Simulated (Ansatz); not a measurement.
C$_{2}$H$_{3}$F$_{2}$N, SMILES `N=CC(F)F`, relaxed with RKS PBE-D4/def2-SVP in the Gaussian-basis code of Ansatz from a rough embedded geometry. The force threshold is 0.03 eV/Å; the program also tests the step.

The species carries charge 0 and has multiplicity 1.

Start:

```xyz
8

N     0.604    0.790   -1.224
C     0.404   -0.106   -0.387
C    -0.655    0.028    0.652
F    -1.515   -1.035    0.672
F    -0.099   -0.071    1.924
H     1.407    0.491   -1.910
H     1.010   -1.046   -0.351
H    -1.156    0.949    0.624
```

```csv
step,energy (eV),largest force (eV/Å),largest move (Å)
1,-9029.1476,3.152,0.000
2,-9029.4262,1.084,0.071
3,-9029.4356,0.778,0.106
4,-9029.4441,0.310,0.052
5,-9029.4665,0.141,0.045
6,-9029.4675,0.083,0.019
7,-9029.4679,0.019,0.006
```

End:

```xyz
8

N     0.597    0.788   -1.231
C     0.426   -0.140   -0.372
C    -0.635    0.014    0.692
F    -1.517   -1.027    0.597
F    -0.044   -0.051    1.924
H     1.356    0.536   -1.888
H     0.995   -1.099   -0.308
H    -1.179    0.979    0.587
```

It took 3.6 s on 4 threads of a server CPU on a shared host, with 0.17 GiB of host memory at the peak.
